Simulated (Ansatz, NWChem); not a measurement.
# Worked example: the enthalpy of formation of S2 (sulfur dimer)

S2 has 2 atoms, charge 0, and is taken as a triplet. As SMILES, `S=S`. Geometry: the measured bond length.

```tsv
atom	x (Å)	y (Å)	z (Å)
S	0.0000	0.0000	0.0000
S	0.0000	0.0000	1.8892
```

Total energies at UBLYP/cc-pVTZ (NWChem 7.3.0); the atoms run unrestricted:

```
species    state  energy (Eh)
     S2  triplet  -796.410377
      S  triplet  -398.121796
```

Harmonic wavenumbers at U-wB97M-V/def2-TZVPD, in cm⁻¹: 764.

Measured heats of formation of the gaseous atoms at 298.15 K, in kJ/mol: S 277.0. Spin-orbit lowering of the atoms at 298 K (mean of the ground term's levels less their thermal mean, from spectra), in kJ/mol: S 1.88. Take 1 Eh = 2625.50 kJ/mol, 1 cm⁻¹ = 0.0119627 kJ/mol, RT = 2.479 kJ/mol.

**Question.** Work out the heat of formation of the gas at 298 K.

**Answer.** 
1. Electronic atomisation energy: 2 × (-398.121796) − (-796.410377) = 0.166785 Eh = 437.9 kJ/mol.
2. Zero-point energy: half the sum of the wavenumbers, 382 cm⁻¹ = 4.6 kJ/mol.
3. Thermal vibrational enthalpy, Σ hcν̃/(exp(hcν̃/kT) − 1): 0.2 kJ/mol. Translation, rotation and pV of a linear molecule: 3.5 RT = 8.7 kJ/mol.
4. The 2 free atoms carry 5/2 RT each: 12.4 kJ/mol.
5. Spin-orbit coupling lowers the free atoms by 2 × 1.88 = 3.8 kJ/mol.
6. Atomisation enthalpy at 298 K: 437.9 − 3.8 − 4.6 − 0.2 − 8.7 + 12.4 = 433.0 kJ/mol.
7. Sum of the atoms' heats of formation: 554.0 kJ/mol. Heat of formation: 554.0 − 433.0 = +121.0 kJ/mol.

No measured value is set beside it here. Anharmonicity and any spin-orbit splitting of the molecule are left out.
